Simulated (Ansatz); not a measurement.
(1) Predict a relaxed structure of (H3Si)2S (Si2H6S), charge 0, singlet, at PBE-D4/def2-TZVP (Ansatz).

## Answers

(1) 
```xyz
9

Si   -1.180    0.084   -1.108
H    -0.173   -0.337   -2.130
H    -1.104    1.568   -0.941
H    -2.550   -0.310   -1.549
S    -0.846   -0.918    0.765
Si    1.123   -0.147    1.160
H     1.102    1.344    1.271
H     2.078   -0.535    0.077
H     1.551   -0.749    2.456
```
Point group C2v (tolerance 0.1 Å). This is one stationary point.
